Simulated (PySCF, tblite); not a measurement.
# C2H2N2O: vibronic structure

Wanted: vibronic structure for C2H2N2O (`c1nnco1`).

Computed with tblite 0.8.0 and PySCF 2.14.0 and routines of our own; the level stands in each step. Atoms count from 0.

### Step 1. The system as given

7 atoms, charge 0, multiplicity 1; geometry from: force field or distance geometry start.

### Step 2. Relaxing the molecule with GFN2-xTB

Job settings and geometry (Å):

```
{"job": {"kind": "relax", "xc": "GFN2-xTB", "basis": "xTB"}, "charge": 0, "multiplicity": 1}
C     -1.044100     0.100400     0.051900
N     -0.650200    -1.067800     0.460400
N      0.739000    -1.069200     0.347400
C      1.042300     0.120900    -0.147900
O     -0.038200     0.914300    -0.344900
H     -2.062600     0.491300    -0.009700
H      2.017200     0.515000    -0.384400
```

Run with:

```
OMP_NUM_THREADS=1 python excited_run.py task.json out
```

The driver reads the jobs from task.json and runs them one after another.

The log of the run:

```text
step      E/eV     max force
  0    -413.00113    2.687
  1    -413.09977    1.186
  2    -413.11322    0.320
  3    -413.11580    0.166
  4    -413.11911    0.126
  5    -413.11990    0.105
  6    -413.12085    0.102
  7    -413.12152    0.085
  8    -413.12178    0.036
  9    -413.12182    0.015
 10    -413.12183    0.004
```

Run time: 0.02 s. Hardware: 1 thread of Intel Xeon 6975P-C, shared host.

Step by step:

```tsv
step	energy from step 0 (eV)	largest force (eV/Å)
0	0.0000	2.6870
1	-0.0986	1.1861
2	-0.1121	0.3197
3	-0.1147	0.1655
4	-0.1180	0.1265
5	-0.1188	0.1047
6	-0.1197	0.1021
7	-0.1204	0.0850
8	-0.1207	0.0358
9	-0.1207	0.0150
10	-0.1207	0.0041
```

Close pairs (by a distance rule), those that changed most:

```tsv
bond	before (Å)	after (Å)	change (Å)
N1–N2	1.394	1.347	-0.047
N2–C3	1.324	1.288	-0.037
C0–H5	1.093	1.070	-0.023
C3–O4	1.355	1.344	-0.011
C0–N1	1.299	1.288	-0.011
C0–O4	1.353	1.344	-0.010
C3–H6	1.078	1.070	-0.008
```

The next job starts from the end point, and lists it.

### Step 3. Infrared spectrum with GFN2-xTB

Job settings and geometry (Å):

```
{"job": {"kind": "ir", "xc": "GFN2-xTB", "basis": "xTB"}, "charge": 0, "multiplicity": 1}
C     -1.044002     0.109895     0.047968
N     -0.627629    -1.039902     0.451614
N      0.713929    -1.031473     0.328545
C      1.035434     0.122789    -0.143266
O     -0.036733     0.906335    -0.347410
H     -2.055299     0.455988     0.004627
H      2.017633     0.481272    -0.369156
```

The log of the run:

```text
mode    cm-1     km/mol
  1     640.6     26.14
  2     678.7      0.00
  3     820.8      0.00
  4     826.2      2.39
  5     927.9     16.66
  6     951.0      7.36
  7    1032.8     42.06
  8    1082.5     22.18
  9    1109.2      2.50
 10    1119.2      1.08
 11    1228.2     69.61
 12    1481.9    110.66
 13    1503.3      0.88
 14    3202.3      0.63
 15    3204.6      0.32
```

Run time: 0.06 s. Hardware: 1 thread of Intel Xeon 6975P-C, shared host.

Which atoms move in the most intense modes:

```tsv
cm⁻¹	km/mol	atoms
641	26.1	O4 33 %, C3 17 %, C0 17 %, H6 13 %
928	16.7	O4 46 %, C0 15 %, C3 15 %
951	7.4	N2 29 %, N1 28 %, C3 12 %, C0 12 %
1033	42.1	H6 31 %, H5 31 %, C3 15 %, C0 15 %
1082	22.2	O4 48 %, C0 18 %, C3 18 %
1109	2.5	N1 37 %, N2 37 %, O4 12 %
1228	69.6	O4 19 %, N2 17 %, N1 17 %, C3 14 %
1482	110.7	C0 29 %, C3 28 %, N1 19 %, N2 19 %
```

### Step 4. Vibronic structure: TDDFT CAM-B3LYP/def2-SVP

The job, as its differences from that of step 3:

```diff
@@ -1,2 +1,2 @@
-{"job": {"kind": "ir", "xc": "GFN2-xTB", "basis": "xTB"}, "charge": 0, "multiplicity": 1}
+{"job": {"kind": "vib", "xc": "CAM-B3LYP", "basis": "def2-SVP", "tda": false}, "charge": 0, "multiplicity": 1}
 C     -1.044002     0.109895     0.047968
```

Level: TDDFT CAM-B3LYP/def2-SVP vertical-gradient vibronic structure (displaced harmonic oscillators, Condon), gas phase.

The log of the run:

```text
final grid: 30728 points
cycle   1  E = -261.7135190964  dE =  1.217e+00  |g| = 5.645e-01  |ddm| = 3.130e+00
cycle   2  E = -261.7015845278  dE =  1.193e-02  |g| = 6.520e-01  |ddm| = 8.692e-01
cycle   3  E = -261.7842998165  dE = -8.272e-02  |g| = 7.218e-02  |ddm| = 4.978e-01
cycle   4  E = -261.7850125274  dE = -7.127e-04  |g| = 4.777e-02  |ddm| = 8.056e-02
cycle   5  E = -261.7854652798  dE = -4.528e-04  |g| = 1.222e-02  |ddm| = 4.149e-02
cycle   6  E = -261.7854973678  dE = -3.209e-05  |g| = 2.171e-03  |ddm| = 1.208e-02
cycle   7  E = -261.7854990439  dE = -1.676e-06  |g| = 6.074e-04  |ddm| = 3.578e-03
cycle   8  E = -261.7854992039  dE = -1.600e-07  |g| = 1.261e-04  |ddm| = 1.211e-03
cycle   9  E = -261.7854992116  dE = -7.657e-09  |g| = 1.929e-05  |ddm| = 2.367e-04
cycle  10  E = -261.7854992119  dE = -2.814e-10  |g| = 4.902e-06  |ddm| = 5.178e-05
converged SCF energy = -261.7854992119

Singlet excitations (eV, f): 5.776 (0.0000)  6.853 (0.0214)  7.217 (0.1553)  7.535 (0.0000)  8.160 (0.0077)  8.591 (0.0000)

State S1  5.7761 eV  f = 0.00000  H->L 0.99
  relaxed dipole 0.335 D, largest gradient of the excitation energy 0.1622 Eh/bohr
  mode    cm-1        S   lambda/meV  Raman
   11   1228.2    3.7496     571.0   1.000
    9   1109.2    3.4624     476.2   0.753
    7   1032.8    1.3878     177.7   0.262
   12   1481.9    0.3894      71.5   0.151
   15   3204.6    0.0175       7.0   0.032
    5    927.9    0.0117       1.3   0.002
  reorganisation energy 1.3048 eV, total S 9.019, 0-0 4.4713 eV

State S2  6.8526 eV  f = 0.02139  H->L+1 0.82, H-2->L 0.17
  relaxed dipole 1.471 D, largest gradient of the excitation energy 0.0601 Eh/bohr
  mode    cm-1        S   lambda/meV  Raman
   12   1481.9    1.0230     187.9   1.000
   11   1228.2    0.3624      55.2   0.243
    5    927.9    0.3151      36.3   0.121
    9   1109.2    0.2336      32.1   0.128
    7   1032.8    0.0738       9.4   0.035
   15   3204.6    0.0136       5.4   0.062
  reorganisation energy 0.3264 eV, total S 2.022, 0-0 6.5262 eV
  absorption maximum 6.706 eV, width 0.394 eV

State S3  7.2170 eV  f = 0.15526  H-1->L 0.98
  relaxed dipole 2.578 D, largest gradient of the excitation energy 0.1024 Eh/bohr
  mode    cm-1        S   lambda/meV  Raman
   11   1228.2    2.6197     398.9   0.948
   12   1481.9    1.8990     348.9   1.000
    5    927.9    0.9980     114.8   0.206
    9   1109.2    0.7891     108.5   0.233
    7   1032.8    0.0457       5.9   0.012
  reorganisation energy 0.9790 eV, total S 6.357, 0-0 6.2379 eV
  absorption maximum 7.171 eV, width 0.948 eV

State T1  4.8066 eV  f = 0.00000  H-1->L 0.94
  relaxed dipole 2.247 D, largest gradient of the excitation energy 0.1084 Eh/bohr
  mode    cm-1        S   lambda/meV  Raman
   12   1481.9    2.4276     446.0   1.000
   11   1228.2    2.7634     420.8   0.782
    9   1109.2    0.9702     133.4   0.224
    5    927.9    0.6377      73.4   0.103
    7   1032.8    0.0985      12.6   0.020
   15   3204.6    0.0115       4.6   0.022
  reorganisation energy 1.0909 eV, total S 6.909, 0-0 3.7157 eV
  absorption maximum 4.671 eV, width 0.924 eV
```

Run time: 5.3 s. Hardware: 1 thread of Intel Xeon 6975P-C, shared host; peak memory 0.49 GiB.

### Step 5. Vibronic structure: TDDFT B3LYP/3-21G

The job, as its differences from that of step 4:

```diff
@@ -1,2 +1,2 @@
-{"job": {"kind": "vib", "xc": "CAM-B3LYP", "basis": "def2-SVP", "tda": false}, "charge": 0, "multiplicity": 1}
+{"job": {"kind": "vib", "xc": "B3LYP", "basis": "3-21G", "tda": false, "nstates": 2}, "charge": 0, "multiplicity": 1}
 C     -1.044002     0.109895     0.047968
```

Method: TDDFT B3LYP/3-21G vertical-gradient vibronic structure (displaced harmonic oscillators, Condon), gas phase.

The log of the run:

```text
final grid: 30728 points
cycle   1  E = -260.5491290049  dE =  1.104e+00  |g| = 4.789e-01  |ddm| = 3.096e+00
cycle   2  E = -260.4858622175  dE =  6.327e-02  |g| = 7.584e-01  |ddm| = 1.109e+00
cycle   3  E = -260.6038084410  dE = -1.179e-01  |g| = 9.169e-02  |ddm| = 5.968e-01
cycle   4  E = -260.6040165134  dE = -2.081e-04  |g| = 8.101e-02  |ddm| = 1.289e-01
cycle   5  E = -260.6054043780  dE = -1.388e-03  |g| = 4.486e-03  |ddm| = 7.337e-02
cycle   6  E = -260.6054083289  dE = -3.951e-06  |g| = 8.766e-04  |ddm| = 4.616e-03
cycle   7  E = -260.6054085123  dE = -1.834e-07  |g| = 2.104e-04  |ddm| = 9.858e-04
cycle   8  E = -260.6054085240  dE = -1.172e-08  |g| = 1.951e-05  |ddm| = 2.779e-04
cycle   9  E = -260.6054085241  dE = -9.868e-11  |g| = 4.527e-06  |ddm| = 2.530e-05
converged SCF energy = -260.6054085241

Singlet excitations (eV, f): 5.271 (0.0000)  6.806 (0.0346)

State S1  5.2712 eV  f = 0.00000  H->L 1.00
  relaxed dipole 0.497 D, largest gradient of the excitation energy 0.1652 Eh/bohr
  mode    cm-1        S   lambda/meV  Raman
   11   1228.2    3.7276     567.6   1.000
    9   1109.2    3.7276     512.6   0.816
    7   1032.8    1.2785     163.7   0.243
   12   1481.9    0.2610      47.9   0.102
   15   3204.6    0.0120       4.8   0.022
    5    927.9    0.0059       0.7   0.001
  reorganisation energy 1.2975 eV, total S 9.013, 0-0 3.9738 eV

State S2  6.8062 eV  f = 0.03455  H->L+1 0.96
  relaxed dipole 1.709 D, largest gradient of the excitation energy 0.0589 Eh/bohr
  mode    cm-1        S   lambda/meV  Raman
   12   1481.9    0.9180     168.7   1.000
    9   1109.2    0.4278      58.8   0.261
   11   1228.2    0.3341      50.9   0.250
    5    927.9    0.3793      43.6   0.162
    7   1032.8    0.0500       6.4   0.026
   15   3204.6    0.0094       3.7   0.048
  reorganisation energy 0.3322 eV, total S 2.119, 0-0 6.4740 eV
  absorption maximum 6.654 eV, width 0.518 eV

State T1  4.6832 eV  f = 0.00000  H->L 0.96
  relaxed dipole 0.317 D, largest gradient of the excitation energy 0.1424 Eh/bohr
  mode    cm-1        S   lambda/meV  Raman
   11   1228.2    3.0512     464.6   1.000
    9   1109.2    2.5495     350.6   0.681
    7   1032.8    1.0589     135.6   0.245
   12   1481.9    0.2155      39.6   0.103
   15   3204.6    0.0107       4.3   0.024
    5    927.9    0.0089       1.0   0.002
  reorganisation energy 0.9958 eV, total S 6.895, 0-0 3.6874 eV
  absorption maximum 4.548 eV, width 0.762 eV
```

It took 2 s on 1 thread of Intel Xeon 6975P-C, shared host; peak memory 0.37 GiB.

### Step 6. Vibronic structure: TDDFT HCTH407/def2-SVP

The job, as its differences from that of step 5:

```diff
@@ -1,2 +1,2 @@
-{"job": {"kind": "vib", "xc": "B3LYP", "basis": "3-21G", "tda": false, "nstates": 2}, "charge": 0, "multiplicity": 1}
+{"job": {"kind": "vib", "xc": "HCTH407", "basis": "def2-SVP", "tda": false, "temperature": 77, "grid": 2, "nbright": 3}, "charge": 0, "multiplicity": 1}
 C     -1.044002     0.109895     0.047968
```

With the program's defaults for keys left out, this is: TDDFT HCTH407/def2-SVP vertical-gradient vibronic structure (displaced harmonic oscillators, Condon), gas phase.

The log of the run:

```text
coarse grid: 6624 points
cycle   1  E = -261.7513155127  dE =  9.549e-01  |g| = 5.082e-01  |ddm| = 3.195e+00
cycle   2  E = -261.6329957479  dE =  1.183e-01  |g| = 9.006e-01  |ddm| = 1.133e+00
cycle   3  E = -261.8023640533  dE = -1.694e-01  |g| = 1.331e-01  |ddm| = 7.445e-01
cycle   4  E = -261.8040760742  dE = -1.712e-03  |g| = 9.982e-02  |ddm| = 1.666e-01
cycle   5  E = -261.8062890251  dE = -2.213e-03  |g| = 9.832e-03  |ddm| = 8.388e-02
cycle   6  E = -261.8063086897  dE = -1.966e-05  |g| = 2.520e-03  |ddm| = 1.037e-02
cycle   7  E = -261.8063100989  dE = -1.409e-06  |g| = 3.590e-04  |ddm| = 2.546e-03
final grid: 66352 points
cycle   8  E = -261.8454400621  dE = -3.141e-05  |g| = 7.163e-03  |ddm| = 2.818e-02
cycle   9  E = -261.8453813288  dE =  5.873e-05  |g| = 1.830e-02  |ddm| = 1.694e-02
cycle  10  E = -261.8454486046  dE = -6.728e-05  |g| = 2.196e-03  |ddm| = 1.377e-02
cycle  11  E = -261.8454497414  dE = -1.137e-06  |g| = 3.724e-04  |ddm| = 2.003e-03
cycle  12  E = -261.8454497701  dE = -2.869e-08  |g| = 4.059e-05  |ddm| = 2.867e-04
cycle  13  E = -261.8454497704  dE = -3.379e-10  |g| = 1.438e-05  |ddm| = 5.201e-05
converged SCF energy = -261.8454497704

Singlet excitations (eV, f): 4.805 (0.0000)  6.253 (0.0027)  6.721 (0.0181)  6.990 (0.1361)  7.515 (0.0038)  7.701 (0.0144)

State S1  4.8050 eV  f = 0.00000  H->L 0.99
  relaxed dipole 0.482 D, largest gradient of the excitation energy 0.1524 Eh/bohr
  mode    cm-1        S   lambda/meV  Raman
   11   1228.2    3.0253     460.7   1.000
    9   1109.2    3.3187     456.4   0.895
    7   1032.8    1.0859     139.0   0.254
   12   1481.9    0.3632      66.7   0.175
   15   3204.6    0.0181       7.2   0.041
  reorganisation energy 1.1304 eV, total S 7.813, 0-0 3.6746 eV
  absorption maximum 4.676 eV, width 0.773 eV

State S3  6.7206 eV  f = 0.01815  H-2->L 0.51, H->L+1 0.48
  relaxed dipole 1.450 D, largest gradient of the excitation energy 0.0612 Eh/bohr
  mode    cm-1        S   lambda/meV  Raman
   12   1481.9    0.6700     123.1   1.000
   11   1228.2    0.2959      45.1   0.303
    7   1032.8    0.2620      33.6   0.190
    5    927.9    0.2885      33.2   0.169
   15   3204.6    0.0154       6.1   0.107
  reorganisation energy 0.2413 eV, total S 1.533, 0-0 6.4793 eV
  absorption maximum 6.479 eV, width 0.216 eV

State S4  6.9899 eV  f = 0.13609  H-1->L 0.96
  relaxed dipole 2.607 D, largest gradient of the excitation energy 0.0918 Eh/bohr
  mode    cm-1        S   lambda/meV  Raman
   11   1228.2    2.0443     311.3   0.984
   12   1481.9    1.4266     262.1   1.000
    5    927.9    0.9145     105.2   0.251
    9   1109.2    0.2742      37.7   0.108
    7   1032.8    0.0349       4.5   0.012
  reorganisation energy 0.7221 eV, total S 4.698, 0-0 6.2678 eV
  absorption maximum 6.898 eV, width 0.728 eV

State S6  7.7014 eV  f = 0.01436  H->L+2 0.99
  relaxed dipole 1.809 D, largest gradient of the excitation energy 0.1015 Eh/bohr
  mode    cm-1        S   lambda/meV  Raman
    7   1032.8    3.0133     385.9   0.523
    9   1109.2    2.5613     352.2   0.513
   15   3204.6    0.5983     237.7   1.000
    5    927.9    0.3522      40.5   0.049
   12   1481.9    0.2021      37.1   0.072
   11   1228.2    0.1819      27.7   0.045
   14   3202.3    0.0097       3.8   0.016
  reorganisation energy 1.0850 eV, total S 6.919, 0-0 6.6164 eV
  absorption maximum 7.542 eV, width 0.953 eV

State T1  4.3922 eV  f = 0.00000  H->L 0.99
  relaxed dipole 0.360 D, largest gradient of the excitation energy 0.1444 Eh/bohr
  mode    cm-1        S   lambda/meV  Raman
   11   1228.2    2.8804     438.6   1.000
    9   1109.2    2.8312     389.4   0.802
    7   1032.8    1.0086     129.2   0.248
   12   1481.9    0.3140      57.7   0.159
   15   3204.6    0.0167       6.6   0.039
    5    927.9    0.0091       1.0   0.002
  reorganisation energy 1.0226 eV, total S 7.060, 0-0 3.3696 eV
  absorption maximum 4.230 eV, width 0.768 eV
```

Run time: 8.3 s. Hardware: 1 thread of Intel Xeon 6975P-C, shared host; peak memory 0.48 GiB.

### Step 7. Outcome

| quantity | value |
| --- | --- |
| strongest single infrared mode (GFN2-xTB) | 1482 cm⁻¹, 111 km/mol |
| zero-point energy (GFN2-xTB) | 28.3 kcal/mol |
| S1: vertical, reorganisation, 0-0, total S (step 4, TDDFT CAM-B3LYP/def2-SVP, modes from GFN2-xTB) | 5.78, 1.30, 4.47 eV; 9.0 |
| S2: vertical, reorganisation, 0-0, total S (step 4, TDDFT CAM-B3LYP/def2-SVP, modes from GFN2-xTB) | 6.85, 0.33, 6.53 eV; 2.0 |
| S3: vertical, reorganisation, 0-0, total S (step 4, TDDFT CAM-B3LYP/def2-SVP, modes from GFN2-xTB) | 7.22, 0.98, 6.24 eV; 6.4 |
| S1: vertical, reorganisation, 0-0, total S (step 5, TDDFT B3LYP/3-21G, modes from GFN2-xTB) | 5.27, 1.30, 3.97 eV; 9.0 |
| S2: vertical, reorganisation, 0-0, total S (step 5, TDDFT B3LYP/3-21G, modes from GFN2-xTB) | 6.81, 0.33, 6.47 eV; 2.1 |
| T1: vertical, reorganisation, 0-0, total S (step 5, TDA B3LYP/3-21G, modes from GFN2-xTB) | 4.68, 1.00, 3.69 eV; 6.9 |
| S1: vertical, reorganisation, 0-0, total S (step 6, TDDFT HCTH407/def2-SVP, modes from GFN2-xTB) | 4.80, 1.13, 3.67 eV; 7.8 |
| S3: vertical, reorganisation, 0-0, total S (step 6, TDDFT HCTH407/def2-SVP, modes from GFN2-xTB) | 6.72, 0.24, 6.48 eV; 1.5 |
| S4: vertical, reorganisation, 0-0, total S (step 6, TDDFT HCTH407/def2-SVP, modes from GFN2-xTB) | 6.99, 0.72, 6.27 eV; 4.7 |

In words: All 15 modes are real, so the xTB geometry is a minimum. The strongest single mode, at 1482 cm⁻¹, is carried by C0, C3, N1, N2. GFN2-xTB is a fitted tight-binding method: band positions and strengths are rough. Its intensities can rank the bands wrongly. In steps 4, 5 the harmonic model is doubtful. The vibronic model keeps the ground-state modes (from xTB) and shifts them along the gradient alone, so it can miss much of the relaxation that a full optimisation finds.
